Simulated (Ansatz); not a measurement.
Input for Ansatz (development build ahead of 0.2.0):

```yaml
crystal:
  periodic: [false, false, false]
  atoms:
    - { symbol: "N", position_ang: [0.0, 0.55, 3.8] }
    - { symbol: "N", position_ang: [0.0, -0.55, 3.8] }
    - { symbol: F, position_ang: [0.71, 0.0, 0.0] }
    - { symbol: F, position_ang: [-0.71, 0.0, 0.0] }
basis:
  gaussian: { orbitals: "6-31G" }
hamiltonian:
  xc: hf
```

The input is written out in the form of the current development build from the run's settings.

Results

```json
{
 "Converged": "yes",
 "Total energy": "-307.51371 hartree",
 "Spin squared of the determinant": "0.000"
}
```
